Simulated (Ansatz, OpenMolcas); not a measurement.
## Worked example: the enthalpy of formation of CH4N2S (thiourea)

The species is CH4N2S (8 atoms), meant as a singlet with charge 0. SMILES: `NC(N)=S`. The shape is that of a PBE0-D4/def2-TZVP optimisation. This is one conformer, not always the lowest.

Total energies at SVWN5/def2-SVPD (OpenMolcas 26.06); the atoms run unrestricted:

| species | state | energy (Eh) |
| --- | --- | --- |
| CH4N2S | singlet | -545.404119 |
| N | quartet | -54.067633 |
| C | triplet | -37.422791 |
| S | triplet | -396.594532 |
| H | doublet | -0.477468 |

Harmonic wavenumbers at PBE0-D4/def2-TZVP, in cm⁻¹: 320, 372, 400, 459, 496, 591, 651, 787, 1067, 1079, 1429, 1454, 1629, 1651, 3593, 3601, 3728, 3729.

Measured heats of formation of the gaseous atoms at 298.15 K, in kJ/mol: N 472.4, C 716.9, S 277.0, H 218.0. Spin-orbit lowering of the atoms at 298 K (mean of the ground term's levels less their thermal mean, from spectra), in kJ/mol: C 0.02, S 1.88. Take 1 Eh = 2625.50 kJ/mol, 1 cm⁻¹ = 0.0119627 kJ/mol, RT = 2.479 kJ/mol.

Problem. What heat of formation follows?

Solution. 
1. Electronic atomisation energy: 2 × (-54.067633) + (-37.422791) + (-396.594532) + 4 × (-0.477468) − (-545.404119) = 1.341658 Eh = 3522.5 kJ/mol.
2. Zero-point energy: half the sum of the wavenumbers, 13518 cm⁻¹ = 161.7 kJ/mol.
3. Thermal vibrational enthalpy, Σ hcν̃/(exp(hcν̃/kT) − 1): 5.2 kJ/mol. Translation, rotation and pV of a non-linear molecule: 4 RT = 9.9 kJ/mol.
4. The 8 free atoms carry 5/2 RT each: 49.6 kJ/mol.
5. Spin-orbit coupling lowers the free atoms by 0.02 + 1.88 = 1.9 kJ/mol.
6. Atomisation enthalpy at 298 K: 3522.5 − 1.9 − 161.7 − 5.2 − 9.9 + 49.6 = 3393.4 kJ/mol.
7. Sum of the atoms' heats of formation: 2810.7 kJ/mol. Heat of formation: 2810.7 − 3393.4 = -582.7 kJ/mol.

The tabulated value is +22.9 kJ/mol (CRC Handbook of Chemistry and Physics), so this level is off by -605.6 kJ/mol, or 21.7 % of the atomisation enthalpy. The LDA overbinds, which puts heats of formation too low. Anharmonicity and any spin-orbit splitting of the molecule are left out.
